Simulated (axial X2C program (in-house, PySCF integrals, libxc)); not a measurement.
Potential curves of AlB⁺, with spin–orbit coupling

All values were computed with an axial X2C code built on PySCF integrals. Two-component (2c) means X2C with spin–orbit coupling and atomic mean-field two-electron Coulomb and Gaunt terms. Basis: Al dyall-v3z [8s8p2d1f], B dyall-v3z [7s6p2d1f] (cores contracted in-house); Gaussian nuclei, density fitting, unrestricted open shells. Masses: Al 26.982 u, B 11.009 u.

State: Ω = 1/2 (⟨Sz⟩ = 0.50, ⟨Lz⟩ = 0.00 at HF). Energies in kJ/mol from the fragments at the same level (Al+ + B). Fits are polynomials in 1 − R0/R over 0.85 to 1.23 times the lowest point R0.

```
 R (Å)  CCSD(T)
2.5134   -68.01
2.5963   -71.56
2.6791   -73.23
2.7620   -73.49
2.8587   -72.48
2.9553   -70.46
3.0796   -66.87
```

Correlated methods: 5 electrons correlated (number of frozen shells: Al 2 s, 1 p; B 1 s), 149 virtual spin orbitals or spinors in MP2, 88 natural virtuals in coupled cluster.

One determinant describes the state; a PBE0 search over occupations chose it and may have missed a lower one. De is counted from the lowest determinant-based energies of the atoms at the same level, without counterpoise correction. Coupled cluster ran in a truncated set of natural virtual spinors; the MP2 energy of the rest was added. (T) has no such correction and the atoms are truncated less, which lowers De at CCSD(T) by a hundredth of an eV or more. Coupled cluster ran on the points near the minimum only. MP2 and coupled cluster on one determinant become unreliable at the stretched end.

(1) Fit the CCSD(T) curve near its minimum: give the equilibrium distance, the harmonic wavenumber and the well depth.

Results:

(1) At CCSD(T), 2c: Re = 2.738 Å, ωe ≈ 245 cm⁻¹, De = 0.76 eV to Al+ + B; Be follows as 0.288 cm⁻¹.
